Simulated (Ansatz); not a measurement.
One change: `[NH2][AlH][AlH2]` becomes `[NH2][AlH2]`.

Ansatz, PBE0-D4/def2-TZVP geometries, multiplicity 1. Each molecule was computed in one conformer, which needn't be the lowest.

```json
{"property": "size of the dipole moment (B3LYP/def2-TZVPP) / D", "`[NH2][AlH][AlH2]`": "1.39"}
{"property": "HOMO–LUMO gap (PBE0/def2-TZVPP) / eV", "`[NH2][AlH][AlH2]`": "4.42"}
{"property": "zero-point energy (PBE0-D4/def2-TZVP) / kJ/mol", "`[NH2][AlH][AlH2]`": "120.2"}
{"property": "HOMO–LUMO gap (PBE/def2-TZVPP) / eV", "`[NH2][AlH][AlH2]`": "2.68"}
{"property": "HOMO–LUMO gap (B3LYP/def2-TZVPP) / eV", "`[NH2][AlH][AlH2]`": "4.09"}
{"property": "LUMO energy (B3LYP/def2-TZVPP) / eV", "`[NH2][AlH][AlH2]`": "-2.55"}
```

(1) What does the change do to each property? (Estimate.)

## Answers

(1) Computed: 
```tsv
property	`[NH2][AlH2]`	shift
size of the dipole moment (B3LYP/def2-TZVPP) / D	1.28	-0.11
HOMO–LUMO gap (PBE0/def2-TZVPP) / eV	6.93	2.51
zero-point energy (PBE0-D4/def2-TZVP) / kJ/mol	101.9	-18.3
HOMO–LUMO gap (PBE/def2-TZVPP) / eV	4.84	2.16
HOMO–LUMO gap (B3LYP/def2-TZVPP) / eV	6.48	2.39
LUMO energy (B3LYP/def2-TZVPP) / eV	-0.86	1.69
```

With PBE0 the HOMO falls by 0.75 eV and the LUMO rises by 1.76 eV, so the gap widens by about 2.51 eV. PBE moves the HOMO by -0.45 eV and ωB97M-V by -1.24 eV. The zero-point energy changes by -18.3 kJ/mol with -6 modes. Dipoles are sizes alone; their direction can turn.

B3LYP here is the variant with VWN-RPA as its local correlation; programs differ in this.
